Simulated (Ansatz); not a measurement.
# How far each method lies from UCCSDT(Q) for [Br···H···Br], doublet

Geometry: a point of a hydrogen-transfer path between rigid fragments, not a stationary point.

```xyz
3

Br    0.0000    0.0000   -1.7693
H     0.0000    0.0000    0.1197
Br    0.0000    0.0000    1.6497
```

Basis cc-pVTZ; Ansatz 0.2.0. Correlated methods freeze the noble-gas cores and the filled d shells of p-block atoms, which leaves 15 electrons in 72 orbitals. Prefix R: restricted or restricted open-shell reference; prefix U: unrestricted. Active spaces: valence = (15e, 9o) chosen from the atoms' valence shells; pair = (3e, 3o) about the gap. No spin–orbit coupling is included, and no scalar relativity.

Full CI isn't at hand for all of this; UCCSDT(Q) serves as the reference, and is uncertain by about the last step of the cluster series. The frozen core follows each run's orbitals, which can shift R against U totals by a few meV for light atoms and by up to 0.1 eV past Ca.

The UHF ⟨S²⟩ is 0.784, the T1 diagnostic (RCCSD) is 0.0193 and the largest doubles amplitude (RCCSD) is 0.059. The T1 diagnostic (UCCSD) is 0.0122.

```
   level  E − E(RHF) (eV)
     UHF          -0.1980
    UMP2          -8.8913
   UCCSD          -9.9182
UCCSD(T)         -10.2701
```

Question: Estimate how far UCCSDT(Q) in cc-pVTZ lies from UCCSD(T). The table doesn't fix it; the size of (T) and the diagnostics are the guide.

Answer: UCCSDT(Q) in cc-pVTZ lies 45 meV below UCCSD(T), which is 13 % of the (T) step (-352 meV). The diagnostics are small and the rest is a small part of (T), but (T) is large here. The miss exceeds 1 kcal/mol.

The other levels:

```csv
level,E − E(UCCSDT(Q)) (meV),share of correlation (%),wall time
UCCSDT,14,99.86,–
```

The correlation energy at UCCSDT(Q), counted from RHF, is -10.315 eV. That run took 28 s on 2 threads of AMD EPYC 7R13 with a shared H100 80 GB, shared host.

Run but not shown, since their state or frozen core can't be matched to the reference's or they repeat it: RHF, RMP2, RCCSD, RCCSD(T), BCCD(T), RCCSDT, RCCSDT(Q), CASSCF (pair space), NEVPT2 (pair space), MRCISD (pair space), MRCISD+Q (pair space), CASSCF (valence space), NEVPT2 (valence space), MRCISD (valence space), MRCISD+Q (valence space).

Times hold each run's SCF and search for its determinant on a shared host, so for small cases they say little of a method's own cost; they ran on 1 thread of AMD EPYC 7R13.

Natural occupations of CASSCF (valence space) about the gap: 2.000 1.999 1.998 1.960 1.002 0.041; effectively unpaired electrons, Σ n²(2−n)², 1.01.
